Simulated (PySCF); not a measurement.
Match the calculated data to a structure.

All candidates are C5H10O.

* NMR, other nuclei: isotropic shieldings of nuclei other than C and H, by class: -331 (1 O) ppm [GIAO PBE0/pcSseg-1]
* 1H NMR: chemical shifts (computed TMS as zero) by class: 9.81 (1 H), 1.04 (9 H) ppm [GIAO PBE0/pcSseg-1]
* 13C NMR: chemical shifts (computed TMS as zero) by class: 211.2 (1 C), 44.5 (1 C), 24.8 (3 C) ppm [GIAO PBE0/pcSseg-1]
* Rotational structure: rotational constants A, B, C: 4.491, 2.789, 2.756 GHz [GFN2-xTB]
* Dipole: 2.78 D [PBE0/pcSseg-1]

Electronic properties: PySCF, gas phase, density fitting. Levels stand in brackets. Geometry: GFN2-xTB; no solvent, vibrations or thermal averaging. NMR values are class means; diastereotopic atoms form classes of their own.

Problem. Which candidate is it?
A. `C/C=C(\C)OC`
B. `C=CC(C)(C)O`
C. `CC(C)(C)C=O`

Solution. C. It is `CC(C)(C)C=O`. Numbering: `[CH3:1][C:2]([CH3:3])([CH3:4])[CH:5]=[O:6]`. Its formula, C5H10O, gives 1 degree of unsaturation: 0 rings and 1 π bond in the structure found. 5 carbons fall into 3 classes; from least to most shielded: aldehyde carbon [C5] (211.2 ppm), sp3 carbon next to a carbonyl [C2] (44.5 ppm), methyl carbon [C1/C3/C4] (24.8 ppm, 3 C). Hydrogen classes from least to most shielded: 1 H on an aldehyde carbon, C5 (9.81 ppm), 9 H on 3 methyl carbons, C1/C3/C4 (1.04 ppm, a mean of values up to 0.6 ppm apart in this geometry). The other shieldings belong to: -331 ppm, aldehyde oxygen [O6]. The optimised geometry has point group Cs and is an asymmetric top.

The others, at the same levels:
- `C/C=C(\C)OC` fails: it has 5 carbon classes against 3; its computed 13C shifts are 161.3 (1 C), 93.6 (1 C), 55.2 (1 C), 20.1 (1 C), 15.1 (1 C) ppm, 1H shifts are 4.21 (1 H), 3.57 (3 H), 1.98 (3 H), 1.71 (3 H) ppm and rotational constant A is 5.498 GHz (against 4.491 GHz).
- `C=CC(C)(C)O` fails: it has 4 carbon classes against 3; its computed 13C shifts are 157.4 (1 C), 115.2 (1 C), 74.4 (1 C), 32.0 (2 C) ppm and 1H shifts are 6.36 (1 H), 5.62 (1 H), 5.34 (1 H), 1.28 (6 H), 0.40 (1 H) ppm.

Each candidate is one conformer, not necessarily the lowest. The conformers computed, where there is a choice (atom-mapped SMILES and torsion angles):
- `[CH3:1][C:2]([CH3:3])([CH3:4])[CH:5]=[O:6]`: C1–C2–C5–O6 0°
- `[CH3:1]/[CH:2]=[C:3](\[CH3:4])[O:5][CH3:6]`: C2–C3–O5–C6 0°
- `[CH2:1]=[CH:2][C:3]([CH3:4])([CH3:5])[OH:6]`: C1–C2–C3–C4 111°, H–O6–C3–C2 -61°
